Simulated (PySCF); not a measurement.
PySCF input (BP86/def2-TZVPD):

```python
from pyscf import gto, scf, dft

mol = gto.M(
    atom='''
    C    -0.00000000   -0.00000000   -0.59839493
    C     0.00000000    0.00000000    0.59839493
    H     0.00000000    0.00000000    1.66106699
    H    -0.00000000   -0.00000000   -1.66106699
    ''',
    basis='def2-tzvpd',
    charge=0,
    spin=0,
    verbose=4,
)

mf = dft.RKS(mol, xc='bp86').density_fit(auxbasis='def2-universal-jkfit')
mf.grids.level = 3
mf.conv_tol = 1e-9
mf.max_cycle = 100
mf.max_memory = 1500
mf.kernel()
if not mf.converged:
    mf = mf.newton()
    mf.kernel(mf.make_rdm1())
mf.analyze()
```

End of the output:

```
Extra cycle  E= -77.3563427956144  delta_E= -5.83e-13  |g|= 8.53e-07  |ddm|= 6.98e-05
converged SCF energy = -77.3563427956144
**** SCF Summaries ****
Total Energy =                         -77.356342795614410
Nuclear Repulsion Energy =              24.863268534190848
One-electron Energy =                 -152.153582692416194
Two-electron Energy =                   49.933971362610933
Two-electron Coulomb Energy =           61.442347564439693
DFT Exchange-Correlation Energy =      -11.508376201828760
HOMO-LUMO gap [eV] =                     6.935799319808089
**** MO energy ****
MO #1   energy= -9.90698021075627  occ= 2
MO #2   energy= -9.90471841621723  occ= 2
MO #3   energy= -0.687755239111969 occ= 2
MO #4   energy= -0.519670581163119 occ= 2
MO #5   energy= -0.452390467049039 occ= 2
MO #6   energy= -0.267697453997108 occ= 2
MO #7   energy= -0.267697453997088 occ= 2
MO #8   energy= -0.0128115281309685 occ= 0
MO #9   energy= -0.0128115281309494 occ= 0
MO #10  energy= 0.0167757447170117 occ= 0
MO #11  energy= 0.0241043173346078 occ= 0
MO #12  energy= 0.0681923993597593 occ= 0
MO #13  energy= 0.120538042068628  occ= 0
MO #14  energy= 0.137951368197749  occ= 0
MO #15  energy= 0.13795136819776   occ= 0
MO #16  energy= 0.179242588653767  occ= 0
MO #17  energy= 0.179242767200934  occ= 0
MO #18  energy= 0.191346473544494  occ= 0
MO #19  energy= 0.191346473544538  occ= 0
MO #20  energy= 0.215332266380431  occ= 0
MO #21  energy= 0.220101574357224  occ= 0
MO #22  energy= 0.24886912522684   occ= 0
MO #23  energy= 0.288361517639473  occ= 0
MO #24  energy= 0.288361517639485  occ= 0
MO #25  energy= 0.289845034551656  occ= 0
MO #26  energy= 0.289846354605279  occ= 0
MO #27  energy= 0.291451447466343  occ= 0
MO #28  energy= 0.33968749562645   occ= 0
MO #29  energy= 0.339687495626754  occ= 0
MO #30  energy= 0.454465915906323  occ= 0
MO #31  energy= 0.454465915906379  occ= 0
MO #32  energy= 0.461890254772194  occ= 0
MO #33  energy= 0.508730983406803  occ= 0
MO #34  energy= 0.581243903986372  occ= 0
MO #35  energy= 0.581243903986891  occ= 0
MO #36  energy= 0.60123526664652   occ= 0
MO #37  energy= 0.618317742883177  occ= 0
MO #38  energy= 0.668165804138912  occ= 0
MO #39  energy= 0.728849573692748  occ= 0
MO #40  energy= 0.72884960674787   occ= 0
MO #41  energy= 0.834187109119437  occ= 0
MO #42  energy= 0.872075757298982  occ= 0
MO #43  energy= 0.87207575729901   occ= 0
MO #44  energy= 0.952931025403799  occ= 0
MO #45  energy= 0.983816481483232  occ= 0
MO #46  energy= 0.983816789354707  occ= 0
MO #47  energy= 1.10253602965878   occ= 0
MO #48  energy= 1.10253602965911   occ= 0
MO #49  energy= 1.31245910271365   occ= 0
MO #50  energy= 1.39222930455885   occ= 0
MO #51  energy= 1.39222930455885   occ= 0
MO #52  energy= 1.59168386297233   occ= 0
MO #53  energy= 1.64707567292228   occ= 0
MO #54  energy= 1.75161417745656   occ= 0
MO #55  energy= 1.75161417745703   occ= 0
MO #56  energy= 1.78376038864833   occ= 0
MO #57  energy= 1.93554658781159   occ= 0
MO #58  energy= 1.93554658781159   occ= 0
MO #59  energy= 1.96137933276067   occ= 0
MO #60  energy= 2.25281700673647   occ= 0
MO #61  energy= 2.40768237871013   occ= 0
MO #62  energy= 2.40768237871019   occ= 0
MO #63  energy= 2.427227237737     occ= 0
MO #64  energy= 2.42722724235344   occ= 0
MO #65  energy= 2.44403087788211   occ= 0
MO #66  energy= 2.44403087788213   occ= 0
MO #67  energy= 2.6130841385055    occ= 0
MO #68  energy= 2.70667014597158   occ= 0
MO #69  energy= 2.7066701459716    occ= 0
MO #70  energy= 2.79551396236739   occ= 0
MO #71  energy= 2.85813443598636   occ= 0
MO #72  energy= 2.85813443598637   occ= 0
MO #73  energy= 2.86075463644333   occ= 0
MO #74  energy= 2.9782321917365    occ= 0
MO #75  energy= 2.97823219173659   occ= 0
MO #76  energy= 3.00057377726834   occ= 0
MO #77  energy= 3.00057399552031   occ= 0
MO #78  energy= 3.08720827339532   occ= 0
MO #79  energy= 3.08720855507667   occ= 0
MO #80  energy= 3.18741309066118   occ= 0
MO #81  energy= 3.50735058901705   occ= 0
MO #82  energy= 3.50735060360899   occ= 0
MO #83  energy= 3.68401827990044   occ= 0
MO #84  energy= 3.80103053837027   occ= 0
MO #85  energy= 3.8010305383703    occ= 0
MO #86  energy= 4.66564514858286   occ= 0
MO #87  energy= 4.66564514858295   occ= 0
MO #88  energy= 4.66889472980668   occ= 0
MO #89  energy= 4.91713542966834   occ= 0
MO #90  energy= 5.41116146859204   occ= 0
MO #91  energy= 21.9433046986318   occ= 0
MO #92  energy= 22.5883386735209   occ= 0
 ** Mulliken pop on meta-lowdin orthogonal AOs  **
 ** Mulliken pop  **
pop of  0 C 1s            1.99986
pop of  0 C 2s            1.00400
pop of  0 C 3s            0.00571
pop of  0 C 4s            0.00075
pop of  0 C 5s            0.00028
pop of  0 C 6s            0.00006
pop of  0 C 2px           0.99829
pop of  0 C 2py           0.99829
pop of  0 C 2pz           1.14966
pop of  0 C 3px           0.00002
pop of  0 C 3py           0.00002
pop of  0 C 3pz           0.00529
pop of  0 C 4px           0.00049
pop of  0 C 4py           0.00049
pop of  0 C 4pz           0.00197
pop of  0 C 3dxy          0.00000
pop of  0 C 3dyz          0.00017
pop of  0 C 3dz^2         0.00338
pop of  0 C 3dxz          0.00017
pop of  0 C 3dx2-y2       0.00000
pop of  0 C 4dxy          0.00000
pop of  0 C 4dyz          0.00037
pop of  0 C 4dz^2         0.00048
pop of  0 C 4dxz          0.00037
pop of  0 C 4dx2-y2       0.00000
pop of  0 C 5dxy          0.00000
pop of  0 C 5dyz          0.00000
pop of  0 C 5dz^2         0.00067
pop of  0 C 5dxz          0.00000
pop of  0 C 5dx2-y2       0.00000
pop of  0 C 4f-3          0.00000
pop of  0 C 4f-2          0.00000
pop of  0 C 4f-1          0.00035
pop of  0 C 4f+0          0.00335
pop of  0 C 4f+1          0.00035
pop of  0 C 4f+2          0.00000
pop of  0 C 4f+3          0.00000
pop of  1 C 1s            1.99986
pop of  1 C 2s            1.00400
pop of  1 C 3s            0.00571
pop of  1 C 4s            0.00075
pop of  1 C 5s            0.00028
pop of  1 C 6s            0.00006
pop of  1 C 2px           0.99829
pop of  1 C 2py           0.99829
pop of  1 C 2pz           1.14966
pop of  1 C 3px           0.00002
pop of  1 C 3py           0.00002
pop of  1 C 3pz           0.00529
pop of  1 C 4px           0.00049
pop of  1 C 4py           0.00049
pop of  1 C 4pz           0.00197
pop of  1 C 3dxy          0.00000
pop of  1 C 3dyz          0.00017
pop of  1 C 3dz^2         0.00338
pop of  1 C 3dxz          0.00017
pop of  1 C 3dx2-y2       0.00000
pop of  1 C 4dxy          0.00000
pop of  1 C 4dyz          0.00037
pop of  1 C 4dz^2         0.00048
pop of  1 C 4dxz          0.00037
pop of  1 C 4dx2-y2       0.00000
pop of  1 C 5dxy          0.00000
pop of  1 C 5dyz          0.00000
pop of  1 C 5dz^2         0.00067
pop of  1 C 5dxz          0.00000
pop of  1 C 5dx2-y2       0.00000
pop of  1 C 4f-3          0.00000
pop of  1 C 4f-2          0.00000
pop of  1 C 4f-1          0.00035
pop of  1 C 4f+0          0.00335
pop of  1 C 4f+1          0.00035
pop of  1 C 4f+2          0.00000
pop of  1 C 4f+3          0.00000
pop of  2 H 1s            0.81191
pop of  2 H 2s            0.00665
pop of  2 H 3s            0.00397
pop of  2 H 2px           0.00029
pop of  2 H 2py           0.00029
pop of  2 H 2pz           0.00095
pop of  2 H 3px           0.00002
pop of  2 H 3py           0.00002
pop of  2 H 3pz           0.00106
pop of  3 H 1s            0.81191
pop of  3 H 2s            0.00665
pop of  3 H 3s            0.00397
pop of  3 H 2px           0.00029
pop of  3 H 2py           0.00029
pop of  3 H 2pz           0.00095
pop of  3 H 3px           0.00002
pop of  3 H 3py           0.00002
pop of  3 H 3pz           0.00106
 ** Mulliken atomic charges  **
charge of    0C =     -0.17483
charge of    1C =     -0.17483
charge of    2H =      0.17483
charge of    3H =      0.17483
Dipole moment(X, Y, Z, Debye):  0.00000, -0.00000,  0.00000
```
